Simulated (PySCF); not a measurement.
An unknown is described by computed data only.

Formula: Cl2H2Si.

- Polarisability: 52.6 au [B3LYP/def2-SVPD]
- UV, first state: lowest singlet excitation: 7.49 eV (166 nm, f = 0.012) [TDDFT B3LYP/def2-SVPD]
- XPS: Si2p3/2 108.8, Cl2p3/2 206.6 (×2), Si1s 1848.8, Cl1s 2829.2 (×2) eV [ΔSCF SCAN, pcX-2 on the ionised atom, pcseg-1 elsewhere, spin-free X2C, 2p3/2 from a spin–orbit splitting computed afterwards within the 2p shell]
- Rotational structure: rotational constants A, B, C: 14.426, 2.638, 2.290 GHz [GFN2-xTB]
- Dipole: 1.16 D [B3LYP/def2-SVPD]
- UV, strongest line: among the 8 lowest singlet transitions: S3 at 7.99 eV (155 nm, f = 0.032) [TDDFT B3LYP/def2-SVPD]
- Triplet: lowest triplet excitation (Tamm–Dancoff): 7.19 eV [TDA B3LYP/def2-SVPD]

Electronic properties: PySCF, gas phase, density fitting. Levels stand in brackets. Isolated species at its GFN2-xTB geometry, gas phase.

Task: What is the compound? Reason from the data.

Result: Numbering: `[Cl:1][SiH2:2][Cl:3]`. Its formula, Cl2H2Si, gives 0 degrees of unsaturation, so no ring and no π bond. The core levels belong to: Si2p3/2 108.8 eV, chlorine-bound silicon [Si2]; Cl2p3/2 206.6 eV, silicon-bound chlorine [Cl1/Cl3]; Si1s 1848.8 eV, chlorine-bound silicon [Si2]; Cl1s 2829.2 eV, silicon-bound chlorine [Cl1/Cl3]. The optimised geometry has point group C2v and is an asymmetric top. Structure: dichlorosilane, `Cl[SiH2]Cl`. The assignments are read from this structure; whether some other isomer fits the data as well wasn't checked.
